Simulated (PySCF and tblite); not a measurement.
Results of a calculation; reference values are marked as such.
C₃H₅NO, numbered as in [CH2:1]=[CH:2][C:3]([NH2:4])=[O:5].

Level: PBE0-D3(BJ)/def2-TZVP (IEF-PCM, chloroform)//PBE0-D3(BJ)/def2-SVP, thermal terms from GFN2-xTB, symmetry numbers and mirror pairs counted. Conformers within 3 kcal/mol (GFN2-xTB free energy) were kept, 5 at most. Couplings: B3LYP/pcJ-1 (gas phase; spin-dipole term only for pairs with B, N, F, Si or P). Couplings are for ¹³C, ¹H, ¹⁵N, ¹⁷O. Of two unlike H on one atom, a is the less shielded (wB97X-D/pcSseg-1 (IEF-PCM, chloroform)). (PySCF 2.14, tblite 0.8.)

Torsions listed: C1–C2–C3–O5, O5–C3–N4–H4. Of a mirror pair one member is shown.

```tsv
conformer	shape	weight %
1	0°, 0°	85.7
2	152°, 166°	14.3
```

**Question.** Give the couplings in each conformer and the averages at 298.15 K (pairs that fast motion interchanges averaged).

**Answer.** 
```
   coupling  pairs      1      2  average (Hz)
  ¹J(C1,C2)      1   77.9   72.3          77.1
  ³J(C1,N4)      1   -1.6    0.5          -1.3
  ³J(C1,O5)      1   -2.1   -2.6          -2.2
 ¹J(C1,H1b)      1  169.1  172.0         169.5
 ¹J(C1,H1a)      1  173.3  163.5         171.9
  ²J(C1,H2)      1   -0.4    0.0          -0.4
  ⁴J(C1,H4)      2    1.3    0.1           1.1
  ¹J(C2,C3)      1   66.2   66.7          66.3
  ²J(C2,N4)      1  -13.2  -12.1         -13.1
  ²J(C2,O5)      1   -3.0   -5.4          -3.3
 ²J(H1b,C2)      1    0.7   -1.0           0.4
 ²J(H1a,C2)      1   -3.9   -2.0          -3.6
  ¹J(C2,H2)      1  161.9  171.9         163.3
  ³J(C2,H4)      2    4.8    3.6           4.6
  ¹J(C3,N4)      1  -18.4  -16.9         -18.2
  ¹J(C3,O5)      1   28.2   28.3          28.2
 ³J(H1b,C3)      1   12.6   13.4          12.7
 ³J(H1a,C3)      1    7.8    7.2           7.7
  ²J(H2,C3)      1    6.9    2.7           6.3
  ²J(C3,H4)      2    2.8    2.0           2.6
  ²J(N4,O5)      1    0.8    0.4           0.7
  ³J(H2,N4)      1    0.3   -2.2           0.0
  ¹J(N4,H4)      2  -95.7  -94.5         -95.6
  ³J(H2,O5)      1   -1.4   -0.8          -1.3
  ³J(H4,O5)      2    0.2    0.3           0.2
²J(H1b,H1a)      1    3.0    0.9           2.7
 ³J(H1b,H2)      1   10.8   12.6          11.1
 ³J(H1a,H2)      1   17.6   19.9          17.9
  ²J(H4,H4)      1    7.4    6.3           7.2
```

Rotation about the C–N or B–N bond may be slow on the NMR time scale, and the averages treat it as fast.
